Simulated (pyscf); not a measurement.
# Insertion: Cl–Ga [singlet] + ethylene (H₂C=CH₂) -> H₂C=CH–GaH–Cl

Gas phase, singlet surface, charge 0. Bonds broken: C3–H5. Bonds formed: Ga1–C3, Ga1–H5. PySCF, gas phase, ωB97X-D3(BJ)/def2-SVP geometries. Correlated levels are frozen-core, on RHF or UHF. ΔMP2 is the change of the MP2 total energy from the triple- to the quadruple-zeta basis.

Transition state (Å):

```xyz
8

Ga     0.8768     0.0378    -0.0202
Cl    -0.1520     1.5359    -1.1675
C      0.1068    -1.2733     1.5259
C     -0.9569    -0.4186     1.4358
H      1.3202    -1.4663     0.2170
H      0.8892    -1.0543     2.2834
H     -1.1181     0.4542     2.0881
H     -1.7806    -0.6208     0.7349
```

One imaginary mode, 1188i cm⁻¹; descent along it reached the two sides named, in the forms told below.

```tsv
bond	change	reactant side (Å)	saddle	product side
C3–H5	breaks	1.095	1.795	3.2
Ga1–C3	forms	3.1	2.169	1.937
Ga1–H5	forms	3.3	1.586	1.555
```

Electronic energies relative to the separated reactants (eV):

| level | barrier | reaction energy | reverse barrier |
|---|---|---|---|
| ωB97X-D3(BJ)/def2-TZVP | 3.64 | -0.04 | 3.68 |
| PBE/def2-TZVP | 3.22 | +0.25 | 2.97 |
| r²SCAN/def2-TZVP | 3.19 | 0.00 | 3.18 |
| B3LYP-D3(BJ)/def2-TZVP | 3.66 | +0.32 | 3.34 |
| PBE0-D3(BJ)/def2-TZVP | 3.38 | +0.06 | 3.31 |
| M06-2X/def2-TZVP | 3.54 | +0.08 | 3.46 |
| ωB97M-D3(BJ)/def2-TZVP | 3.76 | +0.22 | 3.55 |
| HF/def2-TZVP | 4.59 | +0.26 | 4.32 |
| MP2/def2-QZVPP | 3.40 | -0.10 | 3.49 |
| CCSD/def2-TZVPP | 3.66 | +0.02 | 3.64 |
| CCSD(T)/def2-TZVPP | 3.40 | -0.02 | 3.42 |
| CCSD(T)/def2-TZVPP + ΔMP2(QZVPP) | 3.45 | +0.05 | 3.41 |

With CCSD(T)/def2-TZVPP + ΔMP2(QZVPP) energies and thermal terms (ideal gas, 1 atm, RRHO with modes under 100 cm⁻¹ raised to 100, one conformer, R ln 2 for chiral ones without a mode under 150 cm⁻¹), in eV:

```
T (K)   ΔH‡   ΔG‡     ΔH     ΔG
-----  ----  ----  -----  -----
298    3.30  3.69  -0.02  +0.38
600    3.33  4.08  +0.03  +0.76
900    3.37  4.44  +0.08  +1.12
1200   3.40  4.79  +0.13  +1.46
```

On the reactant side the descent ends in a complex, 0.22 eV under the separated species and 3.86 eV under the saddle at ωB97X-D3(BJ)/def2-TZVP. This is the saddle that the search found; another between the same sides may lie lower. The CCSD(T) − MP2 part came from Ansatz, without density fitting, on the same reference. The frozen core leaves the outer d or s,p core shells of the metals and heavy elements correlated in the MP2 and CC values, and def2-TZVPP describes them poorly, which can shift differences by a few kcal/mol. Elements up to Kr have no core potential and no relativistic terms here.
